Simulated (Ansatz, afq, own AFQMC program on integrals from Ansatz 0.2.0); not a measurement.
**BN, triplet in cc-pVDZ, levels against full CI**

```xyz
2

B     0.0000    0.0000    0.0000
N     0.0000    0.0000    1.3155
```

Basis cc-pVDZ. Noble-gas cores (and the filled d shells of Ga–Kr and In–Xe) are frozen. Integrals, coupled cluster, full CI and functionals: Ansatz 0.2.0; the random walks run on the same integrals in our own AFQMC program. The CISD trial takes its coefficients from CCSD amplitudes. Released means that phaseless walkers are propagated on without the constraint, phases kept. Free AFQMC starts from the CCSD state and is never constrained. Its projection time is finite, and what remains of the start isn't in its error. ± is one standard error of the sampling.

Determinant: UHF, the one that the program's search chose, which needn't be the lowest solution. The geometry is a PBE0/def2-TZVP stationary point of this or a neighbouring charge and spin state.

Full CI on the same integrals is exact in this basis and with this determinant's frozen core.

Cautions: lower spins were not checked; raised T1 diagnostic (T1 0.045, weight of the determinant 0.88, largest double 0.10); the released energies are still falling, so no released level is given (meV from the phaseless value at times in 1/Eh: -10 ± 5 at 0.24, -19 ± 5 at 0.51, -22 ± 3 at 0.99, -35 ± 4 at 1.62, -39 ± 5 at 2.40), though the last usable value meets full CI within the noise.

The T1 diagnostic is 0.0449, the weight of the determinant in the CISD state is 0.878 and the ⟨S²⟩ of the determinant is 2.047. The size of the correlated space is 8 electrons in 26 orbitals.

Reference: full CI, correlation energy -5.708 eV.

```tsv
level	E − E(reference) (meV)	share of correlation (%)
HF	5707.6	0.00
MP2	903.1	84.18
CCSD	296.1	94.81
CCSD(T)	65.5	98.85
CCSDT	19.3	99.66
CCSDT(Q)	-7.5	100.13
CCSDTQ	0.4	99.99
ph-AFQMC/HF	111.6 ± 21.9	98.05
ph-AFQMC/CISD	35.6 ± 4.3	99.38
free AFQMC	9.1 ± 7.8	99.84
```

CCSDT and higher add their correlation energy to the determinant of the CCSD(T) run, since their own runs factorise the integrals more tightly (a shift of under 2 meV). Free projections are given only where their last times agree within the noise and don't stop above the reference; a slow remainder of the start can still hide under it. A walk keeps the symmetry of its determinant, which the program's search chose and which needn't be the lowest solution, so a lower state of the same spin and another symmetry isn't excluded.
